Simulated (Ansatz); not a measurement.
Mulliken charges of H4NOSi, SMILES `[NH][SiH2]O` radical from ωB97M-V/def2-TZVPP in Ansatz (PBE0-D4/def2-TZVP geometry).

```
atom   x (Å)   y (Å)   z (Å)  charge (e)
  N1  -1.220  -0.363   0.667      -0.321
 Si2   0.117   0.212  -0.290       0.496
  O3   1.399  -0.795  -0.147      -0.386
  H4  -2.101   0.125   0.496       0.128
  H5  -0.184   0.263  -1.742      -0.042
  H6   0.415   1.577   0.236      -0.056
  H7   1.637  -1.088   0.734       0.180
```

Q: By hand: the dipole of these point charges (1 e Å = 4.8032 D).

A: Σ q r = (-0.080, 0.249, -0.046) e Å, of length 0.266 e Å = 1.28 D.

Q: How does the dipole of the full density compare? (Best estimate.)

A: The calculation gave: (-0.117, 0.179, 0.097) e Å, 1.13 D; the point charges give 1.13 times that, at 38° from its direction.

Point charges leave out the atoms' own dipoles, such as those of lone pairs, and Mulliken's split depends on the basis, so the two needn't agree.
